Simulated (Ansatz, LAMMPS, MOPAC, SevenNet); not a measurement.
Diamond-structure Si, elastic constant C11

Reference value: 168 GPa (measured, low temperature, zero-point motion not removed; as tabulated in Tanner et al. (2021), arXiv:2110.11888).

```csv
level (code),value (GPa),cell (Å³/atom),difference (%)
Tersoff Si.tersoff.mod (LAMMPS),166,20.00,-1.2
PM7 semi-empirical Hartree-Fock (MOPAC),274,18.26,+63
SevenNet-l3i5,142,20.42,-15.5
LDA (Ansatz),161,19.70,-4.2
PBE (Ansatz),153,20.46,-8.9
PBE-D3(BJ) (Ansatz),159,19.92,-5.4
r²SCAN (Ansatz),168,20.17,0.0
r²SCANh (Ansatz),172,20.09,+2.4
Hartree–Fock (Ansatz),194,20.86,+15.5
```

Once the reference is moved by up to 5.0 % (a margin picked here for doubts on the reference and the settings, and for temperature and zero-point motion) and values within 1.7 % count as equal, the nearest can be r²SCAN (0.0 %), Tersoff Si.tersoff.mod (-1.2 %), r²SCANh (+2.4 %), LDA (-4.2 %) or PBE-D3(BJ) (-5.4 %). Among them PM7 semi-empirical Hartree-Fock (MOPAC) (+63 %) misses by most.

The reference isn't brought to a static lattice, while the calculations are for one, so the differences are not the levels' errors alone.  PM7 semi-empirical Hartree-Fock (MOPAC): the method was fitted mainly to molecules. PM7 semi-empirical Hartree-Fock (MOPAC): the run uses a supercell at the zone centre in place of a k mesh. PBE-D3(BJ): the dispersion coefficients are held fixed in the derivatives. Each level is taken at its own relaxed cell. Cutoffs and k meshes differ between the levels. Ansatz's density-functional and Hartree–Fock values are scalar-relativistic unless marked +SOC, with PAW data made under PBE.

Empirical potentials (Tersoff Si.tersoff.mod) are fitted to chosen data: where that held the value shown, agreement is built in, and what lay outside the fit can be far off. Machine-learned potentials (SevenNet-l3i5) are trained on DFT data: a solid inside that data is no test of them.

Differences are worked out from the printed values.

Ansatz is a quantum-chemistry and plane-wave program.
